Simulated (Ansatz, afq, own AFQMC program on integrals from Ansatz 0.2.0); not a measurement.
AlH$_{4}$O, doublet: AFQMC among the cluster methods

```xyz
6

Al   -1.0661    0.0202    0.0000
H    -1.8590    1.3935    0.0000
H    -1.8590   -1.3532    0.0000
H     0.8559    0.0202    0.0000
O     1.8459    0.0202    0.0000
H     2.0978   -0.9198    0.0000
```

Connectivity, by distances: AlH2 ··· OH2.

Basis cc-pVTZ. Noble-gas cores (and the filled d shells of Ga–Kr and In–Xe) are frozen. Ansatz 0.2.0 and our own AFQMC program on the same integrals; the CISD trial comes from CCSD amplitudes, and released means the phaseless constraint is let go. Error bars are statistical, one sigma.

Determinant: UHF, the one that the program's search chose, which needn't be the lowest solution. The geometry is a point of a scan.

No full CI on the walks' own integrals is used here. The released AFQMC energy serves as the reference, which it does only where one determinant dominates, the energy is flat over the last release times and near the phaseless one (40 meV or 2 meV an electron, half that with transition metals). On small molecules, where full CI could be run and the noise was under 10 meV, such values lay within 10 meV of it in 19 cases of 20, a flattering rate, since the rule was set on those same cases; what remains of the bias isn't in the error bar.

Cautions: the released value is read at 2.40 1/Eh with a noise of 12 meV, more than in the cases checked (meV from the phaseless value at times in 1/Eh: -2 ± 5 at 0.24, -5 ± 6 at 0.51, -10 ± 5 at 0.99, -8 ± 6 at 1.62, 8 ± 12 at 2.40).

The T1 diagnostic is 0.0136. The weight of the determinant in the CISD state is 0.881, the ⟨S²⟩ of the determinant is 0.759 and the size of the correlated space is 13 electrons in 114 orbitals.

| level | correlation energy (eV) |
| --- | --- |
| MP2 | -9.3033 |
| CCSD | -9.9507 |
| CCSD(T) | -10.2461 |

(1) Estimate where phaseless AFQMC with a CISD trial lies against CCSD(T) on the same integrals.

(1) 0.43 ± 0.20 kcal/mol below CCSD(T).

Reference: AFQMC with the constraint released, correlation energy -10.256 ± 0.012 eV.

```json
{"level": "CCSD(T)", "E − E(reference) (kcal/mol)": "0.24 ± 0.27", "share of correlation (%)": "99.90"}
{"level": "ph-AFQMC/CISD", "E − E(reference) (kcal/mol)": "-0.19 ± 0.33", "share of correlation (%)": "100.08"}
```

A walk keeps the symmetry of its determinant, which the program's search chose and which needn't be the lowest solution, so a lower state of the same spin and another symmetry isn't excluded. Released energies are given only where the last usable release times agree within the noise; a slower fall can still hide under it.
